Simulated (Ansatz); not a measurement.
C₃H₇N, SMILES `C/C=N/C` from Hartree–Fock to CCSD(T)

```xyz
11

C    -0.2553   -1.6896    0.7234
C    -0.2643   -0.2608    0.3095
N     0.5438    0.2035   -0.5376
C     0.4504    1.6002   -0.8684
H    -0.1000   -1.7737    1.8035
H    -1.2216   -2.1562    0.5072
H     0.5326   -2.2310    0.2010
H    -1.0221    0.3846    0.7855
H     0.2732    1.7062   -1.9423
H    -0.3443    2.1312   -0.3232
H     1.4076    2.0854   -0.6586
```

Total charge 0; spin multiplicity 1. The structure was optimised at the PBE0-D4/def2-TZVP level. Frozen core, restricted reference, Ansatz 0.2.0. CBS rows extrapolate triple and quadruple zeta; past MP2 they add the triple-zeta difference.

```json
{"basis": "def2-SVP", "HF (Eh)": "?", "MP2 corr.": "-0.58519", "CCSD corr.": "?", "(T)": "-0.02047", "CCSD(T) total": "?"}
{"basis": "def2-TZVPP", "HF (Eh)": "-172.17413", "MP2 corr.": "-0.71586", "CCSD corr.": "?", "(T)": "-0.03167", "CCSD(T) total": "?"}
{"basis": "def2-QZVPP", "HF (Eh)": "-172.18240", "MP2 corr.": "-0.76204", "CCSD corr.": "–", "(T)": "–", "CCSD(T) total": "–"}
{"basis": "CBS(def2)", "HF (Eh)": "?", "MP2 corr.": "-0.79625", "CCSD corr.": "-0.83322", "(T)": "as TZ", "CCSD(T) total": "?"}
```

**Question.** Fill in the withheld values. (Estimate.)

**Answer.** Computed: def2-SVP HF (Eh): -171.97978; def2-SVP CCSD corr.: -0.63240; def2-SVP CCSD(T) total: -172.63265; def2-TZVPP CCSD corr.: -0.75282; def2-TZVPP CCSD(T) total: -172.95862; CBS(def2) HF (Eh): -172.18353; CBS(def2) CCSD(T) total: -173.04842.
